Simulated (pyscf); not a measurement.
`[CH3][GaH][CH3]` + `[ClH]` → `[CH4]` + `[CH3][GaH][Cl]` (four-centre exchange; singlet surface; C–Ga, Cl–H broken, C–H, Cl–Ga formed). PySCF, gas phase, ωB97X-D3(BJ)/def2-SVP geometries. Rate constants from transition-state theory, ωB97M-D3(BJ)/def2-TZVP energies (ideal gas, 1 atm, RRHO with modes under 100 cm⁻¹ raised to 100, one conformer, R ln 2 for chiral ones without a mode under 150 cm⁻¹; no tunnelling), k in cm³ molecule⁻¹ s⁻¹.

| T (K) | 1000/T | log10 k |
|---|---|---|
| 298 | 3.354 | -18.12 |
| 600 | 1.667 | -15.56 |
| 900 | 1.111 | ? |
| 1200 | 0.833 | -13.94 |

Question: Fit an Arrhenius line to the three values, give the activation energy, and predict k at 900 K.

Answer: Least squares gives log10 k = -12.68 − 1.64 × 1000/T, so Ea = 1.64 × ln 10 × 1.987 = 7.5 kcal/mol, against an electronic barrier of 6.0. At 900 K the line gives -14.50; the computed value is -14.54 (ΔG‡ = 36.7 kcal/mol), close to the line. On the reactant side the descent ends in a complex, 6.5 kcal/mol under the separated species and 10.2 kcal/mol under the saddle at ωB97X-D3(BJ)/def2-TZVP. At ωB97X-D3(BJ)/def2-TZVP the barrier from the zero used here is 3.8 kcal/mol. One saddle was located; it need not be the lowest between these sides. Elements up to Kr have no core potential and no relativistic terms here.
